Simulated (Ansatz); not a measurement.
B2ClH3, SMILES BBCl: a rigid torsion scan, run with the Python package of Ansatz (0.2.0).

`torsion_b2clh3.py`:
```python
'''Rigid torsion scan of B2ClH3.'''

import ansatz as az
from ase import Atoms

params = {
    'basis_set': 'def2-SVP',
    'functional': 'R2SCAN0',
    'fmax': 0.02,
}


def main() -> None:
    atoms = Atoms(['B', 'B', 'Cl', 'H', 'H', 'H'], positions=[
        (-0.2601, -0.0028, -0.8262),
        (0.4093, -0.0803, 0.6472),
        (-0.6252, 0.1162, 2.1668),
        (0.4116, -0.0705, -1.8225),
        (-1.4663, 0.2434, -0.9358),
        (1.5727, -0.2701, 0.7244),
    ])

    # relax first, so that the scan starts from a minimum
    first = (
        az.Crystal.molecule_from_ase(atoms).calculation()
        .basis(gaussian=params['basis_set'])
        .functional(params['functional'])
        .relax(force_tolerance=params['fmax'], max_steps=80)
    )
    atoms.positions = first.run(threads=1).report['positions_ang']

    start = atoms.get_dihedral(2, 1, 0, 3)
    energies = {}
    for turn in range(0, 360, 30):
        turned = atoms.copy()
        turned.set_dihedral(2, 1, 0, 3, start + turn, indices=[0, 3, 4])
        model = (
            az.Crystal.molecule_from_ase(turned).calculation()
            .basis(gaussian=params['basis_set'])
            .functional(params['functional'])
        )
        energies[round((start + turn) % 360)] = model.run(threads=1).report['free_energy_ev']
    floor = min(energies.values())
    print('dihedral Cl2-B1-B0-H3 (deg)   E - E(min) (eV)')
    for angle, e in sorted(energies.items()):
        print(f'{angle:8d} {(e - floor):14.3f}  ' + '#' * int(30 * (e - floor) / max(max(energies.values()) - floor, 1e-9)))


if __name__ == '__main__':
    main()
```

Where along the turn do the lowest and the highest point lie, and how far apart are they?

The lowest point is at 271° and the highest at 1°, 0.436 eV (42.1 kJ/mol) above it, with the rest of the molecule held.

The output:

`python torsion_b2clh3.py` gives:
```text
dihedral Cl2-B1-B0-H3 (deg)   E - E(min) (eV)
       1          0.436  ##############################
      31          0.314  #####################
      61          0.098  ######
      91          0.001
     121          0.101  ######
     151          0.318  #####################
     181          0.436  #############################
     211          0.314  #####################
     241          0.097  ######
     271          0.000
     301          0.101  ######
     331          0.317  #####################
```

The scan is rigid and the energies are electronic, in a modest basis. With rigid groups the curve can differ much from the relaxed path, the start wasn't checked as a minimum of this torsion, and equivalent turns needn't return to the same energy. Hardware and time: 46 s on 1 thread of Arm Neoverse V2, on a shared host, peak memory 0.2 GiB.
